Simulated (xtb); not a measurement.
A geometry relaxed with GFN2-xTB (xtb), charge 0, multiplicity 2:

```xyz
4

H     -0.6913    -0.8133    -0.0014
H      1.0500    -0.1921     0.0035
H     -0.3587     1.0054    -0.0021
C      0.0000     0.0000     0.0000
```

Problem. Write the SMILES of this molecule.

Solution. `[CH3]`
